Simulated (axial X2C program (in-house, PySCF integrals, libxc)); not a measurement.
# BCl⁻: properties at the nuclei

Computed with an axial X2C code built on PySCF integrals: two-component X2C with atomic mean-field Coulomb and Gaunt terms, Gaussian nuclei, basis Cl dyall-av3z, B dyall-av3z with contracted cores.

R = 1.865 Å (near the PBE0 minimum at charge -1 of the determinant lowest at the starting distance; the state shown can have its own minimum elsewhere).

Determinant lowest in the PBE0 search, Ω = 1/2 (⟨Sz⟩ = -0.50, ⟨Lz⟩ = 1.00 at PBE0), spin on the atoms Cl 0.04, B -0.54:

```csv
level,Eeff magnitude (GV/cm),Ws magnitude Cl (kHz),Ws magnitude B (kHz),A∥/gI Cl (MHz),qzz Cl (a.u.),A∥/gI B (MHz),qzz B (a.u.)
PBE0,0.00239,0.00231,0.000351,133,1.32,103,-0.14
HF,0.00556,0.00488,0.000475,96.6,1.34,75.7,-0.10
r2SCAN,0.0136,0.011,0.000471,106,1.25,66,-0.17
BP86,0.00176,0.00175,0.000292,136,1.25,86.9,-0.17
LDA,0.00857,0.00661,6e-05,175,1.26,95.4,-0.16
```

Determinant 0.01 eV from it at PBE0 and this distance, Ω = 3/2 (⟨Sz⟩ = 0.50, ⟨Lz⟩ = 1.00 at PBE0), spin on the atoms Cl -0.04, B 0.54:

```json
{"level": "PBE0", "Eeff magnitude (GV/cm)": "0.00237", "Ws magnitude Cl (kHz)": "0.000766", "Ws magnitude B (kHz)": "0.000118", "A∥/gI Cl (MHz)": "40.5", "qzz Cl (a.u.)": "1.32", "A∥/gI B (MHz)": "26.5", "qzz B (a.u.)": "-0.15"}
{"level": "HF", "Eeff magnitude (GV/cm)": "0.00726", "Ws magnitude Cl (kHz)": "0.00201", "Ws magnitude B (kHz)": "9.82e-05", "A∥/gI Cl (MHz)": "42.2", "qzz Cl (a.u.)": "1.34", "A∥/gI B (MHz)": "44.7", "qzz B (a.u.)": "-0.11"}
{"level": "r2SCAN", "Eeff magnitude (GV/cm)": "0.0139", "Ws magnitude Cl (kHz)": "0.00374", "Ws magnitude B (kHz)": "0.000157", "A∥/gI Cl (MHz)": "50.4", "qzz Cl (a.u.)": "1.25", "A∥/gI B (MHz)": "31.2", "qzz B (a.u.)": "-0.17"}
{"level": "BP86", "Eeff magnitude (GV/cm)": "0.00193", "Ws magnitude Cl (kHz)": "0.000631", "Ws magnitude B (kHz)": "9.7e-05", "A∥/gI Cl (MHz)": "39.6", "qzz Cl (a.u.)": "1.25", "A∥/gI B (MHz)": "24.6", "qzz B (a.u.)": "-0.17"}
{"level": "LDA", "Eeff magnitude (GV/cm)": "0.00843", "Ws magnitude Cl (kHz)": "0.00217", "Ws magnitude B (kHz)": "1.99e-05", "A∥/gI Cl (MHz)": "34.3", "qzz Cl (a.u.)": "1.26", "A∥/gI B (MHz)": "25.6", "qzz B (a.u.)": "-0.16"}
```

Eeff is the effective electric field on the electron electric dipole moment in this Ω state and Ws the scalar–pseudoscalar constant of the nucleus named (defined with the proton number Z and per Ω); A∥ (defined per Ω) follows by multiplying with gI = μI/(I μN); qzz is the electric field gradient, eQq0 = 234.96 MHz × Q/barn × qzz. The operators were transformed with the bare-nucleus X2C matrices; with these basis sets, hyperfine constants and field gradients can be off by tens of per cent, and where levels differ in sign neither size nor sign is settled.

Problem. With gI(35Cl) = 0.5479, Q(35Cl) = -0.08112 barn, gI(11B) = 1.7924, Q(11B) = 0.04059 barn (g factors from the IAEA table of nuclear moments by Stone; Q from Pyykkö, Mol. Phys. 2018), turn the PBE0 values of the first state into constants in MHz.

Solution. A∥(35Cl) = 133 × 0.5479 = 72.9 MHz; eQq0(35Cl) = 234.96 × (-0.08112) × (1.32) = -25.2 MHz; A∥(11B) = 103 × 1.7924 = 185 MHz; eQq0(11B) = 234.96 × (0.04059) × (-0.14) = -1.34 MHz.

Each state is one determinant with collinear spin. Unrestricted Hartree–Fock can overshoot spin polarisation at the nuclei. In the state Ω = 1/2 the sign of Eeff differs between levels (LDA against PBE0). In the state Ω = 3/2 the sign of Eeff differs between levels (LDA against PBE0). For an anion, determinants above electron detachment, or with a positive highest level, are held by the basis set. Where Eeff spreads by more than a factor of two the levels disagree and none is to be relied on. The search compared states at one distance, so a state with another bond length can lie lower. The sign of Ws at Cl differs between levels in the first state. The sign of Ws at Cl differs between levels in the second state. PBE0 term energies can be off by some tenths of an eV.
